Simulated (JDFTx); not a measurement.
An input for a modified build of JDFTx (CH2F2 (built from difluoromethane), charge -1, multiplicity 2, CANDLE, water, 1 M NaCl; bohr, hartree) and the course of its log:

```
lattice \
  21.2594189020 0.0000000000 0.0000000000 \
  0.0000000000 19.8421243086 0.0000000000 \
  0.0000000000 0.0000000000 20.7869873709
coords-type Cartesian
ion F -2.0572472713 -1.3149871396 0.0001009562 0
ion C 0.0001779905 0.1741713092 -0.0000039709 0
ion F 2.0572472713 -1.3161451416 -0.0002156162 0
ion H 0.0011079511 1.3160560411 1.7339095351 0
ion H 0.0007323719 1.3161451416 -1.7339095351 0
ion-species pseudo/f_pbe_v1.4.upf
ion-species pseudo/c_pbe_v1.2.upf
ion-species pseudo/h_pbe_v1.4.upf
elec-cutoff 20 100
elec-ex-corr gga-PBE
symmetries none
elec-n-bands 11
spintype z-spin
elec-initial-magnetization 1 yes
elec-initial-charge +1
electronic-scf nIterations 100 energyDiffThreshold 1e-8
fluid LinearPCM
pcm-variant CANDLE
fluid-solvent H2O
fluid-cation Na+ 1
fluid-anion Cl- 1
fluid-minimize nIterations 400 knormThreshold 1e-11
dump-name s0.$VAR
dump End State Ecomponents EigStats BandEigs Forces ElecDensity IonicPositions FluidDebug
```

```
[one cycle in 5 is shown, and the last three; fluid-solver lines are left out]
SCF: Cycle:  0   Etot: -55.538270191192339   dEtot: -5.704e-03   |Residual|: 1.449e-02   |deigs|: 1.206e-03
SCF: Cycle:  5   Etot: -55.537290712655548   dEtot: +2.785e-04   |Residual|: 8.726e-03   |deigs|: 3.535e-04
SCF: Cycle: 10   Etot: -55.534164854943143   dEtot: +1.341e-03   |Residual|: 8.287e-03   |deigs|: 1.196e-03
SCF: Cycle: 15   Etot: -55.536282509123957   dEtot: -3.881e-04   |Residual|: 6.352e-03   |deigs|: 5.345e-04
SCF: Cycle: 20   Etot: -55.534668574332791   dEtot: -1.206e-04   |Residual|: 5.981e-03   |deigs|: 2.804e-04
SCF: Cycle: 25   Etot: -55.534660404356359   dEtot: -6.646e-05   |Residual|: 3.943e-03   |deigs|: 1.167e-04
SCF: Cycle: 30   Etot: -55.534792154727299   dEtot: -4.300e-05   |Residual|: 3.810e-03   |deigs|: 2.409e-04
SCF: Cycle: 35   Etot: -55.534805599460014   dEtot: +4.153e-05   |Residual|: 3.326e-03   |deigs|: 8.393e-05
SCF: Cycle: 40   Etot: -55.535548380692703   dEtot: -4.977e-05   |Residual|: 2.391e-03   |deigs|: 3.815e-04
SCF: Cycle: 45   Etot: -55.535606983258603   dEtot: -2.740e-05   |Residual|: 1.794e-03   |deigs|: 1.410e-04
SCF: Cycle: 50   Etot: -55.535637791558088   dEtot: -2.158e-05   |Residual|: 1.811e-03   |deigs|: 1.305e-04
SCF: Cycle: 55   Etot: -55.535619180132770   dEtot: +9.747e-05   |Residual|: 1.476e-03   |deigs|: 5.549e-05
SCF: Cycle: 60   Etot: -55.535690462237426   dEtot: -5.408e-05   |Residual|: 9.167e-04   |deigs|: 2.428e-04
SCF: Cycle: 65   Etot: -55.535780772921555   dEtot: -2.893e-05   |Residual|: 9.868e-04   |deigs|: 8.950e-05
SCF: Cycle: 70   Etot: -55.535790001255307   dEtot: +7.400e-06   |Residual|: 8.356e-04   |deigs|: 3.510e-05
SCF: Cycle: 75   Etot: -55.535882196349938   dEtot: -6.753e-06   |Residual|: 7.209e-04   |deigs|: 5.264e-05
SCF: Cycle: 80   Etot: -55.535968947912387   dEtot: +6.962e-06   |Residual|: 5.711e-04   |deigs|: 4.552e-05
SCF: Cycle: 85   Etot: -55.536035264132707   dEtot: -6.886e-06   |Residual|: 5.325e-04   |deigs|: 6.858e-05
SCF: Cycle: 90   Etot: -55.536027985641475   dEtot: -2.787e-07   |Residual|: 4.336e-04   |deigs|: 5.252e-05
SCF: Cycle: 95   Etot: -55.536026062152132   dEtot: +4.161e-06   |Residual|: 5.647e-04   |deigs|: 6.438e-05
SCF: Cycle: 97   Etot: -55.536031482214625   dEtot: +1.759e-06   |Residual|: 5.465e-04   |deigs|: 4.431e-05
SCF: Cycle: 98   Etot: -55.536040332413833   dEtot: -8.850e-06   |Residual|: 3.513e-04   |deigs|: 2.561e-04
SCF: Cycle: 99   Etot: -55.536040902190926   dEtot: -5.698e-07   |Residual|: 2.986e-04   |deigs|: 2.017e-05
SCF: None of the convergence criteria satisfied after 100 iterations.
IonicMinimize: Iter:   0  Etot: -55.536040902190926  |grad|_K:  0.000e+00
IonicMinimize: Converged (|grad|_K<1.000000e-04).
```

This run gave no converged result. The loop ran out of cycles short of its threshold. It has stalled and not diverged: the last ten energies span 1e-05 Ha, so the total is near its end, but levels, forces and the chemical potential aren't shown converged.
